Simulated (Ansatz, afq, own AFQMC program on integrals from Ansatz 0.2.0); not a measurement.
## SiN, doublet in 6-31G, levels against full CI

```yaml
atoms:
  - { symbol: Si, position_ang: [0.0000, 0.0000, 0.0000] }
  - { symbol: N, position_ang: [0.0000, 0.0000, 1.2340] }
```

Basis 6-31G. Only valence electrons are correlated. Integrals, coupled cluster, full CI and functionals: Ansatz 0.2.0; the random walks run on the same integrals in our own AFQMC program. The CISD trial takes its coefficients from CCSD amplitudes. Released means that phaseless walkers are propagated on without the constraint, phases kept. Error bars are statistical, one sigma.

Determinant: UHF, the one that the program's search chose, which needn't be the lowest solution. The geometry is a point of a scan.

Full CI on the same integrals is exact in this basis and with this determinant's frozen core.

Cautions: strong correlation (T1 0.065, weight of the determinant 0.84, largest double 0.08); unrestricted determinant slightly spin contaminated (⟨S²⟩ 0.80 against 0.75); the released energies are still falling, so no released level is given (meV from the phaseless value at times in 1/Eh: 0 ± 4 at 0.24, -4 ± 4 at 0.51, -5 ± 3 at 0.99, -12 ± 3 at 1.62, -15 ± 5 at 2.40), though the last usable value meets full CI within the noise.

```
T1 diagnostic                               : 0.0651
weight of the determinant in the CISD state : 0.837
⟨S²⟩ of the determinant                     : 0.804
size of the correlated space                : 9 electrons in 16 orbitals
```

Reference: full CI, correlation energy -4.163 eV.

| level | E − E(reference) (kJ/mol) | share of correlation (%) |
| --- | --- | --- |
| HF | 401.7 | 0.00 |
| MP2 | 70.8 | 82.37 |
| CCSD | 16.7 | 95.85 |
| CCSD(T) | 5.1 | 98.74 |
| CCSDT | 2.4 | 99.39 |
| CCSDT(Q) | 0.0 | 100.01 |
| CCSDTQ | 0.2 | 99.94 |
| ph-AFQMC/CISD | 2.2 ± 0.4 | 99.45 |

CCSDT and higher add their correlation energy to the determinant of the CCSD(T) run, since their own runs factorise the integrals more tightly (a shift of under 2 meV). A walk keeps the symmetry of its determinant, which the program's search chose and which needn't be the lowest solution, so a lower state of the same spin and another symmetry isn't excluded.
